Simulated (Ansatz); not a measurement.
Geometry optimisation, RKS PBE-D4/def2-SVP (Ansatz 0.2.0).

Input:

```yaml
crystal:
  periodic: [false, false, false]
  atoms:
    - { symbol: Si, position_ang: [0.321655, 0.014222, -0.097587] }
    - { symbol: O, position_ang: [0.705276, -0.178394, 1.518111] }
    - { symbol: C, position_ang: [-0.236266, -0.374736, 2.561418] }
    - { symbol: H, position_ang: [-1.051833, -1.092261, 2.290567] }
    - { symbol: H, position_ang: [0.29205, -0.789772, 3.448173] }
    - { symbol: H, position_ang: [-0.7158, 0.582938, 2.875267] }
    - { symbol: H, position_ang: [1.731543, 0.120272, -0.461937] }
    - { symbol: H, position_ang: [-0.502495, 1.24686, -0.380278] }
    - { symbol: H, position_ang: [-0.414229, -1.173128, -0.675034] }
basis:
  gaussian: { orbitals: def2-SVP }
hamiltonian:
  xc: pbe
  dispersion: d4
relax:
  f_tol: 0.03
  max_steps: 50
```

Run as:

```bash
$ ansatz run input.yaml --threads 1 --pin off --max-ram 2048MiB --backend cpu --events-out ev --progress --plain --runs-dir out
```

Question: Where does it end, and by what steps?

Answer: It converged. The force dipped under the threshold on the way, but the program's further checks kept it going. After 6 steps the energy has fallen by 0.176 eV; H7 moved furthest, 0.29 Å.

```tsv
step	energy less start (eV)	largest force component (eV/Å)	accepted
0	0.0000	1.034	yes
1	-0.1532	0.179	yes
2	-0.1669	0.114	yes
3	-0.1727	0.197	yes
4	-0.1748	0.073	yes
5	-0.1757	0.004	yes
6	-0.1759	0.028	yes
```

```xyz
9
Properties=species:S:1:pos:R:3
Si 0.382 0.023 -0.039
O 0.744 -0.270 1.575
C -0.259 -0.402 2.562
H -0.960 -1.244 2.346
H 0.230 -0.608 3.537
H -0.868 0.527 2.675
H 1.697 0.094 -0.753
H -0.370 1.322 -0.204
H -0.465 -1.085 -0.618
```

The run took 15 s on 1 thread of Arm Neoverse V1, on a shared host, peak memory 0.13 GiB.
